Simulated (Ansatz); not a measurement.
**LiMg (quartet): wave-function methods side by side, aug-cc-pVTZ**

The task here is to estimate one member of a computed series from the others.

Program: Ansatz 0.2.0, Gaussian basis. Level of theory: aug-cc-pVTZ, core rule «outside noble gas», up to 6 orbitals frozen. These are calculated values, not measurements.

To be run: UHF; CCSD(T) on ROHF; CCSD(T) on UHF; BCCD(T) on ROHF; CCSDT on ROHF; CCSDT on UHF; Full CI.

26 further runs of the same task are left out: 7 for a known fault of the program, 7 that didn't finish, 12 set aside as unsound or not needed.

## The system

The geometry is a PBE0/def2-TZVPD stationary point (not a proven minimum) of the parent state, kept for this charge and spin.

2 atoms, charge 0, spin multiplicity 4.

Atoms are counted from 1 here; the program's logs count them from 0.

No contacts short enough for the rule that draws bonds.

The first run:

The input, in.yaml:

```yaml
crystal:
  periodic: [false, false, false]
  atoms:
    - {symbol: Li, position_ang: [0.000000, 0.000000, 0.000000]}
    - {symbol: Mg, position_ang: [0.000000, 0.000000, 2.940100]}
basis:
  gaussian: {orbitals: aug-cc-pVTZ}
magnetization: {spin_polarized: true, initial_magnetization: 3}
hamiltonian: {xc: hf}
output: {orbitals: {seedname: orbitals}}
```

The run is started by

```bash
> ansatz run in.yaml --threads 1 --pin off --events-out ev --progress --plain --max-ram 2393MiB
```

Steps of the session up to this table: UHF; CCSD(T) on ROHF; CCSD(T) on UHF; BCCD(T) on ROHF; CCSDT on ROHF; CCSDT on UHF; Full CI.

One of the session's tables, all rows but one given; the rest of the session is left out.

It belongs to the step «Misses and costs». 

```
  method  from FCI (meV)
    ROHF          +392.1
     UHF          +390.6
    RMP2          +167.9
    UMP2          +166.4
   RCCSD           +10.4
   UCCSD            +9.0
RCCSD(T)            +3.9
UCCSD(T)               ?
 BCCD(T)            +3.8
  RCCSDT             0.0
  UCCSDT            -1.5
     FCI               0
```

**Question.** Estimate the row for UCCSD(T).

The run gave: from FCI (meV): +2.5. In the column «from FCI (meV)» it lies between FCI (0) and BCCD(T) (+3.8).

To keep in mind: Levels on UHF freeze UHF's core orbitals, full CI those of ROHF, so the U rows can settle a little off it for that reason alone. Restricted and unrestricted rows rest on different reference determinants; where their highest levels disagree by more than a few hundredths of an eV, they describe different states and don't form one ladder.
